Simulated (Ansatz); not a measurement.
**Si2PH7: basis-set convergence**

Aim: see how fast density functionals and correlated methods converge with the basis set for Si2PH7.

The runs use Ansatz 0.2.0, Gaussian basis; one geometry, several basis sets.

Levels to be run: PBE0-D4/def2-SVP; ωB97M-V/def2-SVP; PBE0-D4/def2-QZVPP; ωB97M-V/def2-QZVPP; CCSD(T)/cc-pV(D+d)Z; CCSD(T)/cc-pV(T+d)Z; CCSD(T)/cc-pV(Q+d)Z; the functionals' def2-TZVPP values are taken from earlier runs.

### 1 The geometry

All runs share one geometry, relaxed beforehand with PBE0-D4/def2-TZVP.

SMILES `[SiH3]P[SiH3]`, 10 atoms, charge 0, spin multiplicity 1.

Atoms are counted from 1 here; the program's logs count them from 0.

Bond lengths: Si1–P2 2.250 Å, Si1–H4 1.486 Å, Si1–H5 1.487 Å, Si1–H6 1.486 Å, P2–Si3 2.250 Å, P2–H7 1.422 Å, Si3–H8 1.486 Å, Si3–H9 1.486 Å, Si3–H10 1.487 Å. Angles: P2–Si1–H4 108.7°, P2–Si1–H5 113.6°, P2–Si1–H6 107.4°, H4–Si1–H5 109.0°, H4–Si1–H6 109.1°, H5–Si1–H6 108.9°, Si1–P2–Si3 95.8°, Si1–P2–H7 94.6°, Si3–P2–H7 94.6°, P2–Si3–H8 108.7°, P2–Si3–H9 107.4°, P2–Si3–H10 113.6°, H8–Si3–H9 109.1°, H8–Si3–H10 109.0°, H9–Si3–H10 108.9°.

### 2 PBE0-D4 in def2-SVP

in.yaml

```yaml
crystal:
  periodic: [false, false, false]
  atoms:
    - {symbol: Si, position_ang: [-1.293646, 0.738956, -0.772210]}
    - {symbol: P, position_ang: [-0.480899, -1.286939, -0.226869]}
    - {symbol: Si, position_ang: [1.218581, -0.517749, 1.031032]}
    - {symbol: H, position_ang: [-2.304616, 0.573952, -1.848769]}
    - {symbol: H, position_ang: [-0.250310, 1.695041, -1.230141]}
    - {symbol: H, position_ang: [-1.955980, 1.292649, 0.437515]}
    - {symbol: H, position_ang: [0.301302, -1.417242, -1.407677]}
    - {symbol: H, position_ang: [2.134177, -1.647004, 1.338797]}
    - {symbol: H, position_ang: [0.636593, -0.003125, 2.297989]}
    - {symbol: H, position_ang: [1.994807, 0.571461, 0.380323]}
basis:
  gaussian: {orbitals: def2-SVP}
hamiltonian: {xc: pbe0, dispersion: d4}
output: {orbitals: {seedname: orbitals}}
```

Run with:

```
ansatz run in.yaml --threads 2 --pin off --events-out ev --progress --plain --max-ram 32768MiB --backend cpu
```

The runs that follow: ωB97M-V in def2-SVP; PBE0-D4 in def2-QZVPP; ωB97M-V in def2-QZVPP; CCSD(T) in cc-pV(D+d)Z; CCSD(T) in cc-pV(T+d)Z; CCSD(T) in cc-pV(Q+d)Z.

Before running them: what should the planned runs give, taken together? Wanted: MP2 correlation recovered, cc-pV(D+d)Z; MP2 correlation recovered, cc-pV(T+d)Z; MP2 correlation recovered, cc-pV(Q+d)Z; difference of two CCSD(T) limits: def2 sets; PBE0-D4: double and triple zeta above quadruple; ωB97M-V: double and triple zeta above quadruple.

The runs gave:

| quantity | value |
| --- | --- |
| MP2 correlation recovered, cc-pV(D+d)Z | 71.0 % |
| MP2 correlation recovered, cc-pV(T+d)Z | 88.7 % |
| MP2 correlation recovered, cc-pV(Q+d)Z | 95.3 % |
| difference of two CCSD(T) limits: def2 sets (earlier runs) less this series | -96 meV |
| PBE0-D4: double and triple zeta above quadruple | 9.66, 0.83 eV |
| ωB97M-V: double and triple zeta above quadruple | 9.71, 0.78 eV |

**Reading.** For PBE0-D4 the step from double to triple zeta gains 8.83 eV and the next only 0.83 eV. Correlation climbs from 71 % (cc-pV(D+d)Z) to 95 % (cc-pV(Q+d)Z) of the limit; Hartree-Fock is 0.084 eV from its own by then. A limit from the def2 sets, made apart, differs by 96 meV, a least measure of the doubt on such a limit. These are total energies; as a rule much of such shifts cancels in differences, which this series doesn't test. The LUMO of ωB97M-V is positive and keeps falling with the basis (2.17 to 1.21 eV): an unbound level that the basis holds in place.
